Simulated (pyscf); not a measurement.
Thermochemistry of product channels of F–BH–F on the singlet surface, in kJ/mol, from CCSD(T)/def2-TZVPP + ΔMP2(QZVPP) energies (ideal gas, 1 atm, RRHO with modes under 100 cm⁻¹ raised to 100, one conformer, R ln 2 for rigid chiral ones). PySCF, gas phase, ωB97X-D3(BJ)/def2-SVP geometries. MP2 and CC: frozen core, UHF for open shells. ΔMP2 is the change of the MP2 total energy from the triple- to the quadruple-zeta basis.

| products | ΔE | ΔH(298 K) | ΔG(600 K) | ΔG(900 K) |
|---|---|---|---|---|
| fluorine (F–F) + BH [singlet] | +1192.7 | +1172.6 | +1093.5 | +1052.2 |
| hydrogen fluoride (HF) + B–F [singlet] | +356.3 | +348.5 | +269.4 | +228.5 |

These are energies of the channels, which say nothing of barriers. The CCSD(T) − MP2 part came from Ansatz, without density fitting, on the same reference.
